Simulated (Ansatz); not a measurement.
## bcc Sc (model structure)

Method: LDA in Ansatz (PAW).

Numerical settings: plane-wave cutoff 500 eV, 28×28×28 k mesh, Fermi–Dirac smearing 0.1 eV, scalar-relativistic PAW data made under PBE.

Cell (relaxed at this level):

```cif
data_Sc
_chemical_formula_sum 'Sc1'
_space_group_name_H-M_alt 'P 1'
_space_group_IT_number 1
_cell_length_a 3.09244
_cell_length_b 3.09244
_cell_length_c 3.09244
_cell_angle_alpha 109.471
_cell_angle_beta 109.471
_cell_angle_gamma 109.471
loop_
_space_group_symop_operation_xyz
  'x, y, z'
loop_
_atom_site_label
_atom_site_type_symbol
_atom_site_fract_x
_atom_site_fract_y
_atom_site_fract_z
_atom_site_occupancy
Sc1 Sc 0.00000 0.00000 0.00000 1
```

For bcc Sc (model structure), the band gap is none.

Note: the relaxation could raise the start's symmetry but not lower it, so the cell can be a saddle point.

Computed values are for the static lattice.

A model structure was made by putting elements into a prototype or built by hand; it is no filed structure, need not be a known phase, and can be a saddle point held by its symmetry.

Ansatz is a program for electronic structure.
